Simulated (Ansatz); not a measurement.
Frontier orbitals of `COCF`.

```xyz
9

C    -1.102   -0.402   -0.046
O    -0.042    0.147   -0.804
C     1.056    0.471   -0.067
F     1.707   -0.659    0.393
H    -1.382    0.270    0.774
H    -1.949   -0.517   -0.721
H    -0.831   -1.378    0.366
H     0.796    1.059    0.825
H     1.746    1.009   -0.720
```

Total charge 0; spin multiplicity 1. Geometry: relaxed with PBE0-D4/def2-TZVP. It is one conformer, not always the lowest. Basis def2-TZVPP, Ansatz.

(1) Compute the vertical ionisation energy as the energy of the cation minus that of the neutral molecule, at each level. (Estimate.)

Results:

(1) The calculation gave: 
| level | IE (eV) | difference from CCSD(T)/CBS(def2) |
| --- | --- | --- |
| PBE-D4/def2-TZVPP | 10.66 | -0.69 |
| r2SCAN-D4/def2-TZVPP | 10.77 | -0.58 |
| PBE0-D4/def2-TZVPP | 10.93 | -0.42 |
| B3LYP-D4/def2-TZVPP | 11.01 | -0.34 |
| ωB97X-V/def2-TZVPP | 11.06 | -0.29 |
| ωB97M-V/def2-TZVPP | 11.05 | -0.30 |
| B2PLYP/def2-TZVPP | 11.09 | -0.26 |
| HF/def2-TZVPP | 9.96 | -1.40 |
| MP2/def2-TZVPP | 11.56 | 0.20 |
| CCSD/def2-TZVPP | 11.13 | -0.22 |
| CCSD(T)/def2-TZVPP | 11.17 | -0.18 |
| HF/def2-QZVPP | 9.96 | -1.39 |
| MP2/def2-QZVPP | 11.66 | 0.31 |
| HF/CBS(def2) | 9.96 | -1.39 |
| MP2/CBS(def2) | 11.74 | 0.39 |
| CCSD/CBS(def2) | 11.31 | -0.04 |
| CCSD(T)/CBS(def2) | 11.35 | 0.00 |

B3LYP here is the variant with VWN-RPA as its local correlation; programs differ in this.
